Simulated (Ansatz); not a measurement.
**AsF2, doublet in cc-pVDZ: errors against UCCSDT(Q)**

Geometry: displaced at random from a stationary point.

```yaml
atoms:
  - { symbol: As, position_ang: [-0.0078, -0.3921, 0.0109] }
  - { symbol: F, position_ang: [-0.0086, 0.7435, -1.2908] }
  - { symbol: F, position_ang: [0.0393, 0.8028, 1.2477] }
```

Basis cc-pVDZ; Ansatz 0.2.0. Correlated methods freeze the noble-gas cores and the filled d shells of p-block atoms, which leaves 19 electrons in 39 orbitals. R marks a restricted (for open shells ROHF) determinant, U an unrestricted one. Active spaces: valence = (15e, 10o, short of the full valence) chosen from the atoms' valence shells. No spin–orbit coupling is included, and no scalar relativity.

Full CI isn't at hand for all of this; UCCSDT(Q) serves as the reference, and is uncertain by about the last step of the cluster series. The frozen core follows each run's orbitals, which can shift R against U totals by a few meV for light atoms and by up to 0.1 eV past Ca.

```
UHF ⟨S²⟩                          : 0.766
T1 diagnostic (RCCSD)             : 0.0192
largest doubles amplitude (RCCSD) : 0.063
T1 diagnostic (UCCSD)             : 0.0180
```

```
   level  E − E(UHF) (eV)
    UMP2         -12.5512
   UCCSD         -12.8646
UCCSD(T)         -13.1203
```

(1) Estimate how far UCCSDT(Q) in cc-pVDZ lies from UCCSD(T). The table doesn't fix it; the size of (T) and the diagnostics are the guide.

(1) UCCSDT(Q) in cc-pVDZ lies 5.2 kJ/mol below UCCSD(T), which is 21 % of the (T) step (-24.7 kJ/mol). The diagnostics are small and the rest is a small part of (T), but (T) is large here. The miss exceeds 1 kcal/mol.

The other levels:

```tsv
level	E − E(UCCSDT(Q)) (kJ/mol)	wall time
UCCSDT	3.5	–
```

Run but not shown, since their state, orbitals or frozen core can't be matched to the reference's or they repeat it: RHF, RMP2, RCCSD, RCCSD(T), BCCD(T), RCCSDT, RCCSDT(Q), CASSCF (valence space), NEVPT2 (valence space), NEVPT4(SD) (valence space), MRCISD (valence space), MRCISD+Q (valence space).

Natural occupations of CASSCF (valence space) about the gap: 1.996 1.996 1.975 1.974 1.007 0.033 0.028; effectively unpaired electrons, Σ n²(2−n)², 1.01.
